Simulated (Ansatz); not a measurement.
Species, as SMILES: N (NH3).
Geometry (B3LYP-D3(BJ)/def2-TZVP, fixed):
```
N
H 1 1.0136
H 1 1.0136 2 107.33
H 1 1.0136 2 107.33 3 -115.09
```

How fast the dipole moment converges with the basis for several methods (Ansatz, a quantum-chemistry and plane-wave program): deviation from each method's own reference, in D. References: HF 1.586 D, the value in aug-pcseg-3; MP2 1.499 D, the value in aug-pcseg-3; PBE 1.444 D, the value in aug-pcseg-3; PBE0 1.496 D, the value in aug-pcseg-3. Cartesian d functions, on some or all atoms, in 6-31G*; all else is spherical. In correlated methods cores are frozen. No added dispersion term, no relativity. The reference of a correlated method is not its basis-set limit, which lies further on.

| basis | functions | HF | MP2 | PBE | PBE0 |
|---|---|---|---|---|---|
| 3-21G | 15 | 0.550 | [?] | 0.615 | 0.614 |
| 6-31G* | 21 | 0.327 | [?] | 0.379 | 0.375 |
| def2-TZVP | 49 | 0.138 | [?] | 0.202 | 0.184 |
| aug-pcseg-1 | 50 | -0.010 | [?] | -0.013 | -0.012 |
| cc-pVTZ | 72 | 0.030 | [?] | 0.064 | 0.054 |
| pcseg-2 | 72 | 0.083 | [?] | 0.121 | 0.110 |
| def2-QZVPP | 147 | 0.020 | [?] | 0.044 | 0.034 |
| aug-pcseg-3 | 232 | 0.000 | [?] | 0.000 | 0.000 |

Question: Complete the blanks.

Answer: 
- 3-21G, MP2: 0.570
- 6-31G*, MP2: 0.410
- def2-TZVP, MP2: 0.209
- aug-pcseg-1, MP2: -0.009
- cc-pVTZ, MP2: 0.054
- pcseg-2, MP2: 0.112
- def2-QZVPP, MP2: 0.036
- aug-pcseg-3, MP2: 0.000

Mean absolute deviation over def2-TZVP, cc-pVTZ, pcseg-2: HF 0.084, PBE0 0.116, MP2 0.125, PBE 0.129 D.
